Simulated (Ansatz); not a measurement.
System: CHF2, charge 0, doublet. CHF2 (SMILES F[CH]F, doublet).
B3LYP-D3(BJ)/def2-TZVP minimum from Ansatz (a quantum-chemistry and plane-wave program):
```xyz
4

C      0.0374     0.0032     0.5083
F     -0.0384     1.0965    -0.2444
F     -0.0849    -1.0976    -0.2269
H      0.8851    -0.0093     1.1920
```
Charge 0, spin multiplicity 2.

Total energies in aug-cc-pVDZ, 19 correlated electrons, 3 frozen orbitals. Open shells are spin-unrestricted; no spin-orbit coupling. Cores are frozen in correlated methods. No relativity.

```
method    program  energy (Eh)  minus CCSDT(Q) (mEh)
--------  -------  -----------  --------------------
HF         Ansatz   -237.29686                551.90
MP2        Ansatz   -237.81849                 30.27
CCSD       Ansatz   -237.83305                 15.70
CCSD(T)    Ansatz   -237.84707                  1.69
CCSDT(Q)   Ansatz   -237.84876                  0.00
```

Rough core times of Ansatz's runs on a shared machine: CCSD(T) under 20 s, CCSDT(Q) 20 min.
